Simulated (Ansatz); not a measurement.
We consider 2H MoSe₂, described by HSE06-D3(BJ) in Ansatz (PAW).

Rigid layers of the crystal as relaxed at this level are moved apart or together:

```tsv
run	k mesh	layer repeat (Å)	energy against free layers (meV/Å²)	gap on the mesh (eV)
1	12×12×4	6.265	-53.53	1.198
2	12×12×4	6.465	-51.76	1.419
3	12×12×4	6.865	-43.79	1.779
4	12×12×4	7.465	-30.54	1.942
5	12×12×2	9.465	-7.90	2.153
```

The lowest energy of these points lies at a layer repeat of 6.26 Å.

Spin–orbit coupling is not included.

Ansatz is a first-principles code.
